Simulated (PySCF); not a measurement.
Molecule: `CC[C@H](C)F`, C$_{4}$H$_{9}$F.

Geometry:
| atom | x (Å) | y (Å) | z (Å) |
| --- | --- | --- | --- |
| C1 | 1.905 | -0.279 | -0.275 |
| C2 | 0.634 | 0.337 | 0.284 |
| C3 | -0.629 | -0.275 | -0.290 |
| C4 | -1.903 | 0.316 | 0.266 |
| F5 | -0.622 | -1.635 | -0.021 |
| H6 | 1.979 | -0.125 | -1.364 |
| H7 | 1.920 | -1.363 | -0.090 |
| H8 | 2.802 | 0.160 | 0.186 |
| H9 | 0.610 | 1.423 | 0.089 |
| H10 | 0.603 | 0.216 | 1.381 |
| H11 | -0.616 | -0.173 | -1.392 |
| H12 | -1.970 | 1.389 | 0.030 |
| H13 | -2.781 | -0.189 | -0.162 |
| H14 | -1.935 | 0.198 | 1.359 |

Geometry PBE0-D3(BJ)/def2-SVP throughout; GIAO in PySCF 2.14.0 with density-fitted response routines, gas phase, one conformer, non-relativistic; equivalent atoms averaged; functional PBE0.

For orientation, 6-31G* gives these absolute shieldings σ: C3 109.4, C2 163.2, C4 171.6, C1 181.8, F5 395.2, H11 27.42, H10 30.42, H6/H7/H8 30.87, H9 30.68 ppm.

A run gave: C3 94.1, C2 152.6, C4 163.6, C1 174.7, F5 378.5, H11 27.13, H10 30.05, H6/H7/H8 30.46, H9 30.12 ppm (absolute shieldings σ).

Question: Which basis set was used in that run?
A. def2-TZVP
B. def2-SVP
C. STO-3G
D. IGLO-III

Answer: A. C3 tells them apart best: def2-TZVP gives 94.1, IGLO-III gives 89.7, def2-SVP gives 107.2, STO-3G gives 171.3 ppm.
